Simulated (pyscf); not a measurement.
Single points on ωB97X-D3(BJ)/def2-SVP structures (PySCF, gas phase). MP2 and CC: frozen core, UHF for open shells. ΔMP2 is the change of the MP2 total energy from the triple- to the quadruple-zeta basis.

**Question.** For HO–P(OH)–OH → water (H₂O) + O=P–OH, an elimination (singlet surface; O–P, H–O broken, H–O formed), PBE/def2-TZVP gives ΔE‡ = 124.8 kJ/mol and ΔE = +83.5 kJ/mol (zero: the reactant's lowest minimum found). In which direction and how far do r²SCAN/def2-TZVP, M06-2X/def2-TZVP, CCSD(T)/def2-TZVPP + ΔMP2(QZVPP) move these?

**Answer.** r²SCAN: ΔE‡ = 141.4 kJ/mol, ΔE = +99.3 kJ/mol; M06-2X: ΔE‡ = 156.4 kJ/mol, ΔE = +109.0 kJ/mol; CCSD(T): ΔE‡ = 154.1 kJ/mol, ΔE = +85.7 kJ/mol. PBE's barrier lies under all of them, by 16.6 to 31.6 kJ/mol. Its reaction energy lies under all of them, by 2.2 to 25.5 kJ/mol. This is the saddle that the search found; another between the same sides may lie lower. The CCSD(T) − MP2 part came from Ansatz, without density fitting, on the same reference.
